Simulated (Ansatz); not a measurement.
**1T (CdI2-type) ZrSe₂**

Level of theory: HSE06-D3(BJ) (Ansatz, a first-principles code, PAW).

Settings: plane-wave cutoff 460 eV, 9×9×4 k mesh (along the axes of the cell as run), Fermi–Dirac smearing 0.01 eV, scalar-relativistic PAW data made under PBE.

Cell (relaxed at this level):

```cif
data_Se2Zr
_chemical_formula_sum 'Zr1 Se2'
_space_group_name_H-M_alt 'P 1'
_space_group_IT_number 1
_cell_length_a 3.72094
_cell_length_b 3.72094
_cell_length_c 5.94134
_cell_angle_alpha 90.000
_cell_angle_beta 90.000
_cell_angle_gamma 120.000
loop_
_space_group_symop_operation_xyz
  'x, y, z'
loop_
_atom_site_label
_atom_site_type_symbol
_atom_site_fract_x
_atom_site_fract_y
_atom_site_fract_z
_atom_site_occupancy
Zr1 Zr 0.00000 0.00000 0.00000 1
Se1 Se 0.33333 0.66667 0.26541 1
Se2 Se 0.66667 0.33333 0.73459 1
```

For 1T (CdI2-type) ZrSe₂, the band gap is 0.59 eV (on the SCF k mesh).

Measured, for comparison: band gap 1.18 eV (temperature not stated, no zero-point or thermal correction, fundamental, indirect, our sources range from 0.90 to 1.20; as tabulated in Rybak et al. (2022), arXiv:2210.12074).

Spin–orbit coupling is not included.

It cost very roughly 70 core-minutes of CPU time.
